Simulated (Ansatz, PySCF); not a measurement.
Breaking a bond: LiH, singlet.

Computed with: UHF/aug-cc-pVDZ (Ansatz, a quantum-chemistry and plane-wave program); RHF/aug-cc-pVDZ (Ansatz); UKS-PBE0 = unrestricted PBE0/aug-cc-pVDZ (Ansatz); RKS-PBE0 = restricted PBE0/aug-cc-pVDZ (Ansatz); UKS-CAM-B3LYP = unrestricted CAM-B3LYP/aug-cc-pVDZ (Ansatz); RKS-CAM-B3LYP = Ansatz with restricted CAM-B3LYP/aug-cc-pVDZ; UKS-PBE = Ansatz with unrestricted PBE/aug-cc-pVDZ; RKS-PBE = restricted PBE/aug-cc-pVDZ in Ansatz; UKS-B3LYP/6-31G* = PySCF with unrestricted B3LYP/6-31G*, spherical d; RKS-B3LYP/6-31G* = restricted B3LYP/6-31G*, spherical d (PySCF 2.14.0).

Scanned distances (Å): 1.20, 1.26, 1.34, 1.45, 1.52, 1.54, 1.60, 1.65, 1.69, 1.75, 1.87, 2.00, 2.13, 2.41, 2.62, 2.88, 3.20, 3.54, 3.88, 4.34, 4.73, 5.58, 6.40.

Problem. Where does the unrestricted solution first break spin symmetry (<S²> of 0.01 or more)?

Solution. UHF: between 2.13 and 2.41 Å; UKS-PBE0: between 2.62 and 2.88 Å; UKS-CAM-B3LYP: between 2.62 and 2.88 Å; UKS-PBE: between 2.62 and 2.88 Å; UKS-B3LYP/6-31G*: between 2.62 and 2.88 Å.

```json
[
 {"R / Å": "1.20", "<S²> UHF": "0.00", "E(RHF) − E(UHF) / mEh": "0.0", "<S²> UKS-PBE0": "0.00", "E(RKS-PBE0) − E(UKS-PBE0) / mEh": "0.0", "<S²> UKS-CAM-B3LYP": "0.00", "E(RKS-CAM-B3LYP) − E(UKS-CAM-B3LYP) / mEh": "0.0", "<S²> UKS-PBE": "0.00", "E(RKS-PBE) − E(UKS-PBE) / mEh": "0.0", "<S²> UKS-B3LYP/6-31G*": "0.00", "E(RKS-B3LYP/6-31G*) − E(UKS-B3LYP/6-31G*) / mEh": "0.0"},
 {"R / Å": "1.26", "<S²> UHF": "0.00", "E(RHF) − E(UHF) / mEh": "0.0", "<S²> UKS-PBE0": "0.00", "E(RKS-PBE0) − E(UKS-PBE0) / mEh": "0.0", "<S²> UKS-CAM-B3LYP": "0.00", "E(RKS-CAM-B3LYP) − E(UKS-CAM-B3LYP) / mEh": "0.0", "<S²> UKS-PBE": "0.00", "E(RKS-PBE) − E(UKS-PBE) / mEh": "0.0", "<S²> UKS-B3LYP/6-31G*": "0.00", "E(RKS-B3LYP/6-31G*) − E(UKS-B3LYP/6-31G*) / mEh": "0.0"},
 {"R / Å": "1.34", "<S²> UHF": "0.00", "E(RHF) − E(UHF) / mEh": "0.0", "<S²> UKS-PBE0": "0.00", "E(RKS-PBE0) − E(UKS-PBE0) / mEh": "0.0", "<S²> UKS-CAM-B3LYP": "0.00", "E(RKS-CAM-B3LYP) − E(UKS-CAM-B3LYP) / mEh": "0.0", "<S²> UKS-PBE": "0.00", "E(RKS-PBE) − E(UKS-PBE) / mEh": "0.0", "<S²> UKS-B3LYP/6-31G*": "0.00", "E(RKS-B3LYP/6-31G*) − E(UKS-B3LYP/6-31G*) / mEh": "0.0"},
 {"R / Å": "1.45", "<S²> UHF": "0.00", "E(RHF) − E(UHF) / mEh": "0.0", "<S²> UKS-PBE0": "0.00", "E(RKS-PBE0) − E(UKS-PBE0) / mEh": "0.0", "<S²> UKS-CAM-B3LYP": "0.00", "E(RKS-CAM-B3LYP) − E(UKS-CAM-B3LYP) / mEh": "0.0", "<S²> UKS-PBE": "0.00", "E(RKS-PBE) − E(UKS-PBE) / mEh": "0.0", "<S²> UKS-B3LYP/6-31G*": "0.00", "E(RKS-B3LYP/6-31G*) − E(UKS-B3LYP/6-31G*) / mEh": "0.0"},
 {"R / Å": "1.52", "<S²> UHF": "0.00", "E(RHF) − E(UHF) / mEh": "0.0", "<S²> UKS-PBE0": "0.00", "E(RKS-PBE0) − E(UKS-PBE0) / mEh": "0.0", "<S²> UKS-CAM-B3LYP": "0.00", "E(RKS-CAM-B3LYP) − E(UKS-CAM-B3LYP) / mEh": "0.0", "<S²> UKS-PBE": "0.00", "E(RKS-PBE) − E(UKS-PBE) / mEh": "0.0", "<S²> UKS-B3LYP/6-31G*": "0.00", "E(RKS-B3LYP/6-31G*) − E(UKS-B3LYP/6-31G*) / mEh": "0.0"},
 {"R / Å": "1.54", "<S²> UHF": "0.00", "E(RHF) − E(UHF) / mEh": "0.0", "<S²> UKS-PBE0": "0.00", "E(RKS-PBE0) − E(UKS-PBE0) / mEh": "0.0", "<S²> UKS-CAM-B3LYP": "0.00", "E(RKS-CAM-B3LYP) − E(UKS-CAM-B3LYP) / mEh": "0.0", "<S²> UKS-PBE": "0.00", "E(RKS-PBE) − E(UKS-PBE) / mEh": "0.0", "<S²> UKS-B3LYP/6-31G*": "0.00", "E(RKS-B3LYP/6-31G*) − E(UKS-B3LYP/6-31G*) / mEh": "0.0"},
 {"R / Å": "1.60", "<S²> UHF": "0.00", "E(RHF) − E(UHF) / mEh": "0.0", "<S²> UKS-PBE0": "0.00", "E(RKS-PBE0) − E(UKS-PBE0) / mEh": "0.0", "<S²> UKS-CAM-B3LYP": "0.00", "E(RKS-CAM-B3LYP) − E(UKS-CAM-B3LYP) / mEh": "0.0", "<S²> UKS-PBE": "0.00", "E(RKS-PBE) − E(UKS-PBE) / mEh": "0.0", "<S²> UKS-B3LYP/6-31G*": "0.00", "E(RKS-B3LYP/6-31G*) − E(UKS-B3LYP/6-31G*) / mEh": "0.0"},
 {"R / Å": "1.65", "<S²> UHF": "0.00", "E(RHF) − E(UHF) / mEh": "0.0", "<S²> UKS-PBE0": "0.00", "E(RKS-PBE0) − E(UKS-PBE0) / mEh": "0.0", "<S²> UKS-CAM-B3LYP": "0.00", "E(RKS-CAM-B3LYP) − E(UKS-CAM-B3LYP) / mEh": "0.0", "<S²> UKS-PBE": "0.00", "E(RKS-PBE) − E(UKS-PBE) / mEh": "0.0", "<S²> UKS-B3LYP/6-31G*": "0.00", "E(RKS-B3LYP/6-31G*) − E(UKS-B3LYP/6-31G*) / mEh": "0.0"},
 {"R / Å": "1.69", "<S²> UHF": "0.00", "E(RHF) − E(UHF) / mEh": "0.0", "<S²> UKS-PBE0": "0.00", "E(RKS-PBE0) − E(UKS-PBE0) / mEh": "0.0", "<S²> UKS-CAM-B3LYP": "0.00", "E(RKS-CAM-B3LYP) − E(UKS-CAM-B3LYP) / mEh": "0.0", "<S²> UKS-PBE": "0.00", "E(RKS-PBE) − E(UKS-PBE) / mEh": "0.0", "<S²> UKS-B3LYP/6-31G*": "0.00", "E(RKS-B3LYP/6-31G*) − E(UKS-B3LYP/6-31G*) / mEh": "0.0"},
 {"R / Å": "1.75", "<S²> UHF": "0.00", "E(RHF) − E(UHF) / mEh": "0.0", "<S²> UKS-PBE0": "0.00", "E(RKS-PBE0) − E(UKS-PBE0) / mEh": "0.0", "<S²> UKS-CAM-B3LYP": "0.00", "E(RKS-CAM-B3LYP) − E(UKS-CAM-B3LYP) / mEh": "0.0", "<S²> UKS-PBE": "0.00", "E(RKS-PBE) − E(UKS-PBE) / mEh": "0.0", "<S²> UKS-B3LYP/6-31G*": "0.00", "E(RKS-B3LYP/6-31G*) − E(UKS-B3LYP/6-31G*) / mEh": "0.0"},
 {"R / Å": "1.87", "<S²> UHF": "0.00", "E(RHF) − E(UHF) / mEh": "0.0", "<S²> UKS-PBE0": "0.00", "E(RKS-PBE0) − E(UKS-PBE0) / mEh": "0.0", "<S²> UKS-CAM-B3LYP": "0.00", "E(RKS-CAM-B3LYP) − E(UKS-CAM-B3LYP) / mEh": "0.0", "<S²> UKS-PBE": "0.00", "E(RKS-PBE) − E(UKS-PBE) / mEh": "0.0", "<S²> UKS-B3LYP/6-31G*": "0.00", "E(RKS-B3LYP/6-31G*) − E(UKS-B3LYP/6-31G*) / mEh": "0.0"},
 {"R / Å": "2.00", "<S²> UHF": "0.00", "E(RHF) − E(UHF) / mEh": "0.0", "<S²> UKS-PBE0": "0.00", "E(RKS-PBE0) − E(UKS-PBE0) / mEh": "0.0", "<S²> UKS-CAM-B3LYP": "0.00", "E(RKS-CAM-B3LYP) − E(UKS-CAM-B3LYP) / mEh": "0.0", "<S²> UKS-PBE": "0.00", "E(RKS-PBE) − E(UKS-PBE) / mEh": "0.0", "<S²> UKS-B3LYP/6-31G*": "0.00", "E(RKS-B3LYP/6-31G*) − E(UKS-B3LYP/6-31G*) / mEh": "0.0"},
 {"R / Å": "2.13", "<S²> UHF": "0.00", "E(RHF) − E(UHF) / mEh": "0.0", "<S²> UKS-PBE0": "0.00", "E(RKS-PBE0) − E(UKS-PBE0) / mEh": "0.0", "<S²> UKS-CAM-B3LYP": "0.00", "E(RKS-CAM-B3LYP) − E(UKS-CAM-B3LYP) / mEh": "0.0", "<S²> UKS-PBE": "0.00", "E(RKS-PBE) − E(UKS-PBE) / mEh": "0.0", "<S²> UKS-B3LYP/6-31G*": "0.00", "E(RKS-B3LYP/6-31G*) − E(UKS-B3LYP/6-31G*) / mEh": "0.0"},
 {"R / Å": "2.41", "<S²> UHF": "0.32", "E(RHF) − E(UHF) / mEh": "1.3", "<S²> UKS-PBE0": "0.00", "E(RKS-PBE0) − E(UKS-PBE0) / mEh": "0.0", "<S²> UKS-CAM-B3LYP": "0.00", "E(RKS-CAM-B3LYP) − E(UKS-CAM-B3LYP) / mEh": "0.0", "<S²> UKS-PBE": "0.00", "E(RKS-PBE) − E(UKS-PBE) / mEh": "0.0", "<S²> UKS-B3LYP/6-31G*": "0.00", "E(RKS-B3LYP/6-31G*) − E(UKS-B3LYP/6-31G*) / mEh": "0.0"},
 {"R / Å": "2.62", "<S²> UHF": "0.60", "E(RHF) − E(UHF) / mEh": "6.8", "<S²> UKS-PBE0": "0.00", "E(RKS-PBE0) − E(UKS-PBE0) / mEh": "0.0", "<S²> UKS-CAM-B3LYP": "0.00", "E(RKS-CAM-B3LYP) − E(UKS-CAM-B3LYP) / mEh": "0.0", "<S²> UKS-PBE": "0.00", "E(RKS-PBE) − E(UKS-PBE) / mEh": "0.0", "<S²> UKS-B3LYP/6-31G*": "0.00", "E(RKS-B3LYP/6-31G*) − E(UKS-B3LYP/6-31G*) / mEh": "0.0"},
 {"R / Å": "2.88", "<S²> UHF": "0.78", "E(RHF) − E(UHF) / mEh": "16.5", "<S²> UKS-PBE0": "0.26", "E(RKS-PBE0) − E(UKS-PBE0) / mEh": "1.1", "<S²> UKS-CAM-B3LYP": "0.17", "E(RKS-CAM-B3LYP) − E(UKS-CAM-B3LYP) / mEh": "0.3", "<S²> UKS-PBE": "0.15", "E(RKS-PBE) − E(UKS-PBE) / mEh": "0.4", "<S²> UKS-B3LYP/6-31G*": "0.25", "E(RKS-B3LYP/6-31G*) − E(UKS-B3LYP/6-31G*) / mEh": "0.9"},
 {"R / Å": "3.20", "<S²> UHF": "0.89", "E(RHF) − E(UHF) / mEh": "29.7", "<S²> UKS-PBE0": "0.52", "E(RKS-PBE0) − E(UKS-PBE0) / mEh": "5.2", "<S²> UKS-CAM-B3LYP": "0.49", "E(RKS-CAM-B3LYP) − E(UKS-CAM-B3LYP) / mEh": "4.2", "<S²> UKS-PBE": "0.39", "E(RKS-PBE) − E(UKS-PBE) / mEh": "2.6", "<S²> UKS-B3LYP/6-31G*": "0.49", "E(RKS-B3LYP/6-31G*) − E(UKS-B3LYP/6-31G*) / mEh": "4.9"},
 {"R / Å": "3.54", "<S²> UHF": "0.94", "E(RHF) − E(UHF) / mEh": "43.4", "<S²> UKS-PBE0": "0.70", "E(RKS-PBE0) − E(UKS-PBE0) / mEh": "11.2", "<S²> UKS-CAM-B3LYP": "0.68", "E(RKS-CAM-B3LYP) − E(UKS-CAM-B3LYP) / mEh": "10.6", "<S²> UKS-PBE": "0.56", "E(RKS-PBE) − E(UKS-PBE) / mEh": "6.1", "<S²> UKS-B3LYP/6-31G*": "0.65", "E(RKS-B3LYP/6-31G*) − E(UKS-B3LYP/6-31G*) / mEh": "10.7"},
 {"R / Å": "3.88", "<S²> UHF": "0.97", "E(RHF) − E(UHF) / mEh": "55.9", "<S²> UKS-PBE0": "0.83", "E(RKS-PBE0) − E(UKS-PBE0) / mEh": "17.5", "<S²> UKS-CAM-B3LYP": "0.81", "E(RKS-CAM-B3LYP) − E(UKS-CAM-B3LYP) / mEh": "17.8", "<S²> UKS-PBE": "0.69", "E(RKS-PBE) − E(UKS-PBE) / mEh": "9.8", "<S²> UKS-B3LYP/6-31G*": "0.76", "E(RKS-B3LYP/6-31G*) − E(UKS-B3LYP/6-31G*) / mEh": "16.7"},
 {"R / Å": "4.34", "<S²> UHF": "0.99", "E(RHF) − E(UHF) / mEh": "70.6", "<S²> UKS-PBE0": "0.95", "E(RKS-PBE0) − E(UKS-PBE0) / mEh": "26.0", "<S²> UKS-CAM-B3LYP": "0.91", "E(RKS-CAM-B3LYP) − E(UKS-CAM-B3LYP) / mEh": "27.4", "<S²> UKS-PBE": "0.80", "E(RKS-PBE) − E(UKS-PBE) / mEh": "14.7", "<S²> UKS-B3LYP/6-31G*": "0.86", "E(RKS-B3LYP/6-31G*) − E(UKS-B3LYP/6-31G*) / mEh": "24.3"},
 {"R / Å": "4.73", "<S²> UHF": "0.99", "E(RHF) − E(UHF) / mEh": "80.9", "<S²> UKS-PBE0": "0.99", "E(RKS-PBE0) − E(UKS-PBE0) / mEh": "32.5", "<S²> UKS-CAM-B3LYP": "0.96", "E(RKS-CAM-B3LYP) − E(UKS-CAM-B3LYP) / mEh": "34.8", "<S²> UKS-PBE": "0.88", "E(RKS-PBE) − E(UKS-PBE) / mEh": "18.2", "<S²> UKS-B3LYP/6-31G*": "0.92", "E(RKS-B3LYP/6-31G*) − E(UKS-B3LYP/6-31G*) / mEh": "29.9"},
 {"R / Å": "5.58", "<S²> UHF": "1.00", "E(RHF) − E(UHF) / mEh": "98.3", "<S²> UKS-PBE0": "1.00", "E(RKS-PBE0) − E(UKS-PBE0) / mEh": "42.6", "<S²> UKS-CAM-B3LYP": "0.99", "E(RKS-CAM-B3LYP) − E(UKS-CAM-B3LYP) / mEh": "47.6", "<S²> UKS-PBE": "1.00", "E(RKS-PBE) − E(UKS-PBE) / mEh": "25.1", "<S²> UKS-B3LYP/6-31G*": "0.99", "E(RKS-B3LYP/6-31G*) − E(UKS-B3LYP/6-31G*) / mEh": "39.5"},
 {"R / Å": "6.40", "<S²> UHF": "1.00", "E(RHF) − E(UHF) / mEh": "109.8", "<S²> UKS-PBE0": "1.00", "E(RKS-PBE0) − E(UKS-PBE0) / mEh": "48.4", "<S²> UKS-CAM-B3LYP": "1.00", "E(RKS-CAM-B3LYP) − E(UKS-CAM-B3LYP) / mEh": "56.0", "<S²> UKS-PBE": "1.00", "E(RKS-PBE) − E(UKS-PBE) / mEh": "28.8", "<S²> UKS-B3LYP/6-31G*": "1.00", "E(RKS-B3LYP/6-31G*) − E(UKS-B3LYP/6-31G*) / mEh": "45.1"}
]
```
